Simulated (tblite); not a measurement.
C₃H₆NO (doublet state).
Atom-mapped SMILES: `[CH3:1][CH2:2][O:3][CH:4]=[N:5]` (hydrogens: H6, H7, H8 on C1; H9, H10 on C2; H11 on C4)
Bond orders are those of one Lewis drawing.

Computed with GFN2-xTB (tblite), gas phase: L-BFGS steps from a force-field or distance-geometry start until the largest atomic force falls under 0.01 eV/Å.

Step 0: E = -443.9594 eV
```
atom  x, y, z in Å  |  force x, y, z in eV/Å
C1     -1.6137    0.1979    0.2199   -0.845   0.578  -0.256
C2     -0.1984   -0.1822    0.5389    0.489  -0.217   0.350
O3      0.6613    0.2760   -0.5133    0.961  -0.226   0.198
C4      1.9730    0.0406   -0.4246    1.971  -3.714   6.154
N5      2.5989   -0.6710    0.6991   -3.452   4.079  -6.466
H6     -2.3120   -0.1343    1.0026    0.415   0.094  -0.256
H7     -1.7113    1.2898    0.1084    0.083  -0.375   0.151
H8     -1.9265   -0.2365   -0.7275    0.014  -0.103   0.022
H9     -0.1099   -1.2794    0.6316    0.161   0.261   0.006
H10     0.1060    0.2806    1.4955    0.140  -0.182  -0.259
H11     2.5380    0.4211   -1.2716    0.063  -0.195   0.357
```

Q: Estimate the geometry and energy of step 1. (The exact step hangs on the optimiser's Hessian estimate; all steps are aligned on step 0, rigid shifts and turns removed.)

A: E = -445.2028 eV, largest force 1.725 eV/Å
```
atom  x, y, z in Å  |  force x, y, z in eV/Å
C1     -1.6258    0.2061    0.2163    0.041   0.041  -0.152
C2     -0.1914   -0.1853    0.5439   -0.112   0.118  -0.128
O3      0.6751    0.2728   -0.5105    0.741  -0.332   0.446
C4      2.0012   -0.0124   -0.3367   -0.336  -0.052   0.128
N5      2.5496   -0.6127    0.6067   -0.442   0.860  -1.429
H6     -2.3061   -0.1330    0.9989    0.203   0.038  -0.079
H7     -1.7101    1.2844    0.1106    0.023   0.029   0.082
H8     -1.9263   -0.2379   -0.7272   -0.027  -0.089  -0.051
H9     -0.1076   -1.2757    0.6317    0.111   0.066   0.026
H10     0.1080    0.2780    1.4918    0.150  -0.079  -0.049
H11     2.5389    0.4183   -1.2665   -0.351  -0.601   1.206
```

The energy changes by -1.2434 eV. The first-order estimate −F·Δx gives -1.8467 eV and the mean of the old and new forces, exact on a quadratic surface, -1.0384 eV. The step makes an angle of 0° with the force vector and moves no atom by more than 0.120 Å.

What follows is the cost of the whole relaxation. The run took under 0.1 s on one thread of an Arm Neoverse V1, shared host.
